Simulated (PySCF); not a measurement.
Structure problem from calculated spectra and properties.

Formula: C3H3ClN2.

- UV, first state: lowest singlet excitation: 6.09 eV (204 nm, f = 0.000) [TDDFT CAM-B3LYP/def2-SVPD]
- Polarisability: 59.8 au [CAM-B3LYP/def2-SVPD]
- 1H NMR: chemical shifts (computed TMS as zero) by class: 8.34 (1 H), 7.23 (1 H), 6.83 (1 H) ppm [GIAO PBE0/pcSseg-1]
- XPS: Cl2p3/2 206.3, C1s 291.4, C1s 292.1, C1s 292.3, N1s 404.7, N1s 407.1, Cl1s 2828.9 eV [ΔSCF SCAN, pcX-2 on the ionised atom, pcseg-1 elsewhere, spin-free X2C, 2p3/2 from a spin–orbit splitting computed afterwards within the 2p shell]
- 13C NMR: chemical shifts (computed TMS as zero) by class: 142.7 (1 C), 134.4 (1 C), 116.0 (1 C) ppm [GIAO PBE0/pcSseg-1]
- Rotational structure: rotational constants A, B, C: 9.643, 2.128, 1.743 GHz [GFN2-xTB]
- UV, strongest line: among the 8 lowest singlet transitions: S2 at 6.37 eV (195 nm, f = 0.105) [TDDFT CAM-B3LYP/def2-SVPD]
- Dipole: 4.96 D [CAM-B3LYP/def2-SVPD]
- NMR, other nuclei: isotropic shieldings of nuclei other than C and H, by class: -37 (1 N), 89 (1 N), 787 (1 Cl) ppm [GIAO PBE0/pcSseg-1]
- Triplet: lowest triplet excitation (Tamm–Dancoff): 4.38 eV [TDA CAM-B3LYP/def2-SVPD]

The electronic properties come from PySCF, for the isolated species, density fitting. Levels stand in brackets. Isolated species at its GFN2-xTB geometry, gas phase. NMR classes are plain means over equivalent atoms (diastereotopic ones count apart unless rotation or inversion swaps them), as if these changed places fast.

Question: Propose a structure and show how it fits.

Answer: Numbering: `[Cl:1][c:2]1[cH:3][nH:4][cH:5][n:6]1`. Its formula, C3H3ClN2, gives 3 degrees of unsaturation: 1 ring and 2 π bonds in the structure found (Kekulé form). 3 carbons fall into 3 classes; from least to most shielded: aromatic C–Cl carbon [C2] (142.7 ppm), aromatic CH next to a ring nitrogen [C5] (134.4 ppm), aromatic CH next to a ring nitrogen [C3] (116.0 ppm). Hydrogen classes from least to most shielded: 1 H on a pyrrole-type nitrogen, N4 (8.34 ppm), 1 H on an aromatic CH next to a ring nitrogen, C5 (7.23 ppm), 1 H on an aromatic CH next to a ring nitrogen, C3 (6.83 ppm). The other shieldings belong to: -37 ppm, pyridine-type nitrogen [N6]; 89 ppm, pyrrole-type nitrogen [N4]; 787 ppm, aryl chlorine [Cl1]. The core levels belong to: Cl2p3/2 206.3 eV, aryl chlorine [Cl1]; C1s 291.4 eV, aromatic CH next to a ring nitrogen [C3]; C1s 292.1 eV, aromatic CH next to a ring nitrogen [C5]; C1s 292.3 eV, aromatic C–Cl carbon [C2]; N1s 404.7 eV, pyridine-type nitrogen [N6]; N1s 407.1 eV, pyrrole-type nitrogen [N4]; Cl1s 2828.9 eV, aryl chlorine [Cl1]. The optimised geometry has point group Cs and is an asymmetric top. Structure: `Clc1c[nH]cn1`. Computed isomers that give other values at the same levels: `Clc1cc[nH]n1` (13C chemical shifts (computed TMS as zero) by class: 151.0 (1 C), 132.0 (1 C), 111.7 (1 C) ppm). The assignments are read from this structure; whether some other isomer fits the data as well wasn't checked.
